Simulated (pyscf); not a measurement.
Optimised with ωB97X-D3(BJ)/def2-SVP in PySCF. Correlated levels are frozen-core, on RHF or UHF. ΔMP2 is the change of the MP2 total energy from the triple- to the quadruple-zeta basis.

SMILES: S=[SiH2]
```xyz
4

Si     0.6314    -0.2839     0.2657
S      1.7683     0.9538    -0.6979
H      0.8235    -0.6987     1.6820
H     -0.5661    -0.9638    -0.2988
```

Problem. How much does it cost (ΔH, 298 K, CCSD(T)/def2-TZVPP + ΔMP2(QZVPP)) to split H₂Si=S at its H–Si bond into [HSi=S]• + H•?

Solution. H–Si to [HSi=S]• + H•: 3.55 eV. The radicals are drawn with the spin at the cut bond; how far it spreads was not checked. The CCSD(T) − MP2 part came from Ansatz, without density fitting, on the same reference.
